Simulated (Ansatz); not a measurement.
System: rock-salt BaS. Method: RPBE in Ansatz (PAW).

Settings: plane-wave cutoff 520 eV, 10×10×10 k mesh, Fermi–Dirac smearing 0.01 eV, scalar-relativistic PAW data made under PBE.

The cell is scaled about its equilibrium volume:

```tsv
V (Å³/atom)	P (GPa)	direct gap at Γ (eV)	smallest gap on the k mesh (eV)
32.436	2.63	3.945	2.348
33.126	1.65	3.839	2.379
33.816	0.78	3.737	2.407
34.507	0.00	3.639	2.432
35.197	-0.71	3.546	2.455
35.887	-1.34	3.455	2.474
36.577	-1.90	3.369	2.492
```

The fundamental gap (2.43 eV at the equilibrium volume, with added k points) lies elsewhere than Γ–Γ.

Spin–orbit coupling is not included.

Ansatz is a first-principles code.
